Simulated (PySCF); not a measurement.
## BH2: breathing scan

These are results of UPBE0 in PySCF with B def2-TZVP, H def2-TZVP; no relativity; density-fitted integrals, not measurements.

Rigid scan from the doublet minimum (B–H 1.191 Å (×2); H–B–H 129.4°). Coordinate: all bonds to the central atom scaled together. Energies in kJ/mol from the minimum.

```csv
scale of all bonds to the centre,E (kJ/mol),dipole size (D),⟨S²⟩
0.88,60.9,0.60,0.75
0.92,24.8,0.57,0.75
0.96,5.7,0.54,0.75
1.00,0.0,0.50,0.75
1.04,4.9,0.47,0.75
1.08,18.1,0.43,0.75
1.14,49.4,0.37,0.75
1.22,105.5,0.28,0.75
1.35,213.3,0.12,0.75
```

Other isomers or separated fragments may lie lower.
